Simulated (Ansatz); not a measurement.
NH3 ··· CH3F

The pair of NH3 (SMILES N, atoms 1–4) and CH3F (SMILES CF, atoms 5–9), both closed shells, in one local arrangement (a lower one may exist), relaxed at PBE0-D4/def2-TZVP:

```tsv
atom	x (Å)	y (Å)	z (Å)
N1	0.0109	-0.1421	-1.7832
H2	-0.8018	-0.1822	-2.3857
H3	-0.0938	0.6744	-1.1913
H4	0.8136	0.0199	-2.3785
C5	0.0224	-0.1386	1.5714
F6	-0.1414	1.1435	1.0722
H7	-0.8431	-0.3841	2.1902
H8	0.9316	-0.1630	2.1758
H9	0.1016	-0.8277	0.7291
```

Computed with Ansatz 0.2.0 (basis: def2-TZVPPD, with def2-QZVPPD for the basis limit); correlated methods freeze the cores. B3LYP uses VWN-RPA correlation. Extrapolation: Hartree–Fock as exp(−7.88 √X), correlation as X^−2.97. Interaction energies count from these two fragments, frozen as in the pair, with the counterpoise correction; negative means bound.

(1) What is the interaction energy by CCSD(T) at an estimated basis limit (MP2 extrapolated from triple and quadruple zeta, plus CCSD(T) − MP2 in triple zeta)? (An estimate is asked for; the value comes from the calculation.)

(2) Which atoms make the shortest contact between the fragments?

The T1 diagnostic stays at or below 0.011.

Answers

(1) By the calculation: -2.86 kcal/mol. Hartree–Fock alone gives -1.18 kcal/mol at the basis limit. It counts from the two fragments frozen as in the pair.

The same quantity by other methods in triple zeta, and each one's difference from that estimate:
```tsv
method	E_int (kcal/mol)	difference
PBE-D4	-2.88	-0.03
revPBE-D4	-2.35	0.51
BLYP-D4	-2.48	0.37
r2SCAN-D4	-2.76	0.10
B97M-V	-2.80	0.06
PBE0-D4	-2.85	0.01
B3LYP-D4	-2.73	0.12
HSE06-D4	-2.84	0.02
wB97X-V	-2.81	0.05
wB97M-V	-2.79	0.07
B2PLYP	-2.17	0.69
HF	-1.18	1.68
MP2	-2.54	0.31
CCSD	-2.38	0.47
CCSD(T)	-2.60	0.26
```
Differences are method less estimate.

(2) H3 and F6, 2.31 Å apart.

Basis-set superposition shift (counterpoise-corrected less uncorrected): CCSD(T) 0.38; MP2 0.38; HF 0.05; PBE0-D4 0.08; wB97M-V 0.10 kcal/mol.

For scale, one of the runs: CCSD(T)/def2-TZVPPD, 216 basis functions, launched by `ansatz run in.yaml --threads 4 --pin off --events-out ev --progress --plain --max-ram 9574MiB`. The run took 69 s on 4 CPU threads of an Arm Neoverse N1 (shared host), with 3.4 GiB of host memory at its peak.
